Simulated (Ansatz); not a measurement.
## What a trial cell of K₂Sn₂Pt relaxes into

All numbers below come from Ansatz, DFT PBE, scalar-relativistic, plane waves, PAW. Cutoff 420 eV, Γ-centred k mesh, Gaussian smearing, no spin polarisation in the final step.

This is the end of a relaxation of cell and atoms.

```
K Sn Pt
1.0
     4.55159    0.00000    0.00000
    -2.27580    3.94179    0.00000
     0.00000    0.00000   10.76905
K Sn Pt
2 2 1
Direct
  0.33333 0.66667 0.70144
  0.66667 0.33333 0.29856
  0.33333 0.66667 0.08509
  0.66667 0.33333 0.91491
  0.00000 0.00000 0.00000
```

The zero of energy is the elements' standard structures at the same level; no fitted shifts are applied.

What space group does it have?

P-3m1 (No. 164). Conventional cell: a = 4.552 Å, c = 10.769 Å. Around K lie 3 Sn at 3.49 Å (next Sn at 4.13 Å); Sn is coordinated by 3 Pt at 2.78 Å, 3 Sn at 3.20 Å and 3 K at 3.49 Å (next K at 4.13 Å); Pt has 6 Sn at 2.78 Å.

How far does it lie from the elements in energy?

-0.36 eV/atom.

Is it a metal?

Yes, bands cross the Fermi level on the 12×12×4 mesh.

The final run used a 12×12×4 mesh on its 5-atom cell and 0.10 eV smearing. The k mesh leaves about 4 meV/atom of noise in metals. Spin–orbit coupling is left out. The cell came from a trial start, so K₂Sn₂Pt may not exist in this structure.

Cost: 3 runs of about 7.7 core-minutes in all, on Arm Neoverse N1 (shared hosts).